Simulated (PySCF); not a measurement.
Species: H6SSi2.
Atom-mapped SMILES: `[SiH3:1][SiH2:2][SH:3]` (hydrogens: H4, H5, H6 on Si1; H7, H8 on Si2; H9 on S3)

Method used: PBE0-D3(BJ)/def2-SVP geometry optimisation, gas phase in PySCF.

Problem. What internal coordinates does the optimisation give?

Solution. 
```tsv
bond	length (pm)	order
Si1–Si2	234.2	single
Si2–S3	215.7	single
Si1–H4, Si1–H5, Si1–H6	149.6	single
Si2–H7, Si2–H8	149.5	single
S3–H9	135.2	single
```

Bonds in one row agree within 1 pm and their mean is given. Orders are formal, as drawn. A selection of angles:
```tsv
angle	degrees
Si2–Si1–H4	111.8
Si2–Si1–H5	108.4
Si2–Si1–H6	109.4
H4–Si1–H5	108.9
Si1–Si2–S3	108.9
Si1–Si2–H7	111.6
S3–Si2–H7	104.5
S3–Si2–H8	112.0
H7–Si2–H8	108.6
Si2–S3–H9	94.8
```

Dihedral angles: H9–S3–Si2–Si1 -56° (synclinal). The mirror-image conformer, all signs reversed, is as good.

Si2 (SiH2 silicon) is distorted tetrahedral (angles from 104.5° to 112.0°). Si1 (SiH3 silicon) is tetrahedral (angles from 108.4° to 111.8°).

No PBE0-D3(BJ)/def2-SVP frequencies stand behind this structure, so it isn't proved a minimum. One conformer, not necessarily the lowest (Si1–Si2–S3–H -56°).
